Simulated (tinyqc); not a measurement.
Worked calculation: harmonic frequencies on the unrestricted B3LYP (VWN-RPA form)/sto-3g surface (energies and gradients from PySCF), for H2O, spin multiplicity 3. One step of it, computed by the program tinyqc.

Task: Normal modes. Diagonalise H_ij / sqrt(m_i m_j); the 6 smallest eigenvalues belong to translations and rotations; wavenumber = sqrt(eigenvalue / 1822.888) x 219474.63; each mode has its largest component positive (the first on a tie); zero-point energy = sum of wavenumbers / 2, with 349.755 1/cm per kcal/mol. A mass of 2.014 u marks deuterium.

Hessian (symmetrised) (hartree/bohr^2), order 1Ox, 1Oy, 1Oz, 2Hx, 2Hy, 2Hz, 3Hx, 3Hy, 3Hz:
```
[[0.00066582, 0.00971244, -0.01338305, -0.00000318, 0.00022408, 0.00032026, -0.00063071, -0.00998118, 0.01306218],
 [0.00971244, 0.19510607, -0.20944256, 0.00033927, -0.01765988, -0.01315272, -0.01008863, -0.17744738, 0.22263777],
 [-0.01338305, -0.20944256, 0.29971504, 0.00034655, -0.01007647, -0.01153651, 0.01301969, 0.21953462, -0.28816015],
 [-0.00000318, 0.00033927, 0.00034655, -0.00000664, -0.00027610, -0.00026235, 0.00000223, -0.00006348, -0.00008410],
 [0.00022408, -0.01765988, -0.01007647, -0.00027610, 0.01933329, 0.01188754, 0.00005395, -0.00170045, -0.00182212],
 [0.00032026, -0.01315272, -0.01153651, -0.00026235, 0.01188754, 0.00976027, -0.00005573, 0.00125476, 0.00176334],
 [-0.00063071, -0.01008863, 0.01301969, 0.00000223, 0.00005395, -0.00005573, 0.00060413, 0.01007964, -0.01296345],
 [-0.00998118, -0.17744738, 0.21953462, -0.00006348, -0.00170045, 0.00125476, 0.01007964, 0.17917606, -0.22082083],
 [0.01306218, 0.22263777, -0.28816015, -0.00008410, -0.00182212, 0.00176334, -0.01296345, -0.22082083, 0.28639133]]
```

masses (u): [15.994915, 2.014102, 1.007825]

Give: eigenvalues of the mass-weighted Hessian; harmonic wavenumbers of the vibrations; mass-weighted modes; zero-point energy.

Result:

eigenvalues of the mass-weighted Hessian (hartree/(bohr^2 u)): [0.000, 0.000, 0.000, 0.000, 0.000, 0.000, 0.007, 0.015, 0.486]

harmonic wavenumbers of the vibrations (1/cm): [424.1, 634.5, 3583.3]

mass-weighted modes, order 1Ox, 1Oy, 1Oz, 2Hx, 2Hy, 2Hz, 3Hx, 3Hy, 3Hz:
```
[[0.009, 0.005, 0.009],
 [-0.094, -0.272, 0.151],
 [-0.227, -0.189, -0.192],
 [-0.012, -0.013, 0.000],
 [-0.248, 0.776, -0.001],
 [0.261, 0.536, 0.001],
 [-0.014, 0.000, -0.035],
 [0.726, -0.017, -0.599],
 [0.531, -0.007, 0.762]]
```

zero-point energy = 6.636 kcal/mol
